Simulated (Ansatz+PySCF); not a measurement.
The numbers below are computed, except where a source is named.
## PySCF 2.14.0 run

```python
from pyscf import gto, dft

mol = gto.M(atom="""
C 0.000000 0.000000 0.000000
H 1.253900 0.000000 0.000000
H -0.545170 0.944270 0.000000
H -0.545170 -0.944270 0.000000
""", basis='sto-3g', charge=0, spin=1)
mf = dft.UKS(mol, xc='pbe0')
mf.kernel()
print(mf.converged, mf.e_tot, mf.spin_square()[0])
```

The script is written out from the run's settings.

The run gave:

```json
{
  "Converged": "yes",
  "Total energy": "-39.27542 hartree",
  "Spin squared of the determinant": "0.757"
}
```
